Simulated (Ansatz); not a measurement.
**How far each method lies from full CI for HNC, singlet**

Geometry: a PBE0/def2-TZVP stationary point for this spin, not checked as a minimum.

```yaml
atoms:
  - { symbol: N, position_ang: [0.0000, 0.0000, 0.0555] }
  - { symbol: C, position_ang: [0.0000, 0.0000, -1.1080] }
  - { symbol: H, position_ang: [0.0000, 0.0000, 1.0525] }
```

Basis 6-31G; Ansatz 0.2.0. Only valence electrons are correlated (noble-gas cores frozen), which leaves 10 electrons in 18 orbitals. Prefix R: restricted or restricted open-shell reference. Active spaces: valence = (10e, 9o) chosen from the atoms' valence shells.

Full CI is exact within this basis and frozen core; it isn't the basis-set limit.

```
UHF ⟨S²⟩                          : 0.000
T1 diagnostic (RCCSD)             : 0.0197
largest doubles amplitude (RCCSD) : 0.087
```

```csv
level,E − E(full CI) (meV),share of correlation (%),wall time
RHF,5598,0.00,–
RMP2,449,91.97,–
CISD,582,89.61,0.48 s
RCCSD,242,95.68,–
RCCSD(T),29,99.48,0.27 s
BCCD(T),28,99.51,0.21 s
RCCSDT,15,99.72,–
CISDTQ,37,99.35,2.2 s
RCCSDT(Q),0,100.00,0.66 s
RCCSDTQ,2,99.96,6.5 s
CASSCF (valence space),1664,70.27,–
NEVPT2 (valence space),429,92.34,3 s
MRCISD (valence space),72,98.72,–
MRCISD+Q (valence space),31,99.45,4.2 s
```

The correlation energy at full CI, counted from RHF, is -5.598 eV. That run took 89 s on 1 thread of Arm Neoverse V1, shared host over 18,367,552 determinants.

Times hold each run's SCF and search for its determinant on a shared host, so for small cases they say little of a method's own cost; they ran on 1 thread of Arm Neoverse V1.

The full-CI state has the irrep A1 of C2v, in the program's axes (one component, if the state is degenerate).

Natural occupations of full CI about the gap: 1.984 1.973 1.953 1.938 1.938 0.066 0.066 0.026 0.017 0.011; effectively unpaired electrons, Σ n²(2−n)², 0.08.

Atomization energy (electronic, same basis, no zero-point term; atoms at the same level, unrestricted beside the R rows where the molecule is a closed shell, with restricted open-shell steps beyond CCSDT(Q)) at full CI: 1018.2 kJ/mol. Errors of other levels:

| level | error (kJ/mol) |
| --- | --- |
| RHF | -352.4 |
| RMP2 | 12.7 |
| CISD | -53.1 |
| RCCSD | -21.6 |
| RCCSD(T) | -2.3 |
| BCCD(T) | -1.9 |
| RCCSDT | -1.5 |
| CISDTQ | -3.3 |
| RCCSDT(Q) | 0.0 |
| RCCSDTQ | -0.2 |
| CASSCF (valence space) | -11.5 |
| NEVPT2 (valence space) | 10.2 |
| MRCISD (valence space) | -5.2 |
| MRCISD+Q (valence space) | -3.3 |

This basis is far from its limit, so the value isn't to be set against a measured one. Truncated CI isn't size-consistent, which counts against it in atomization.
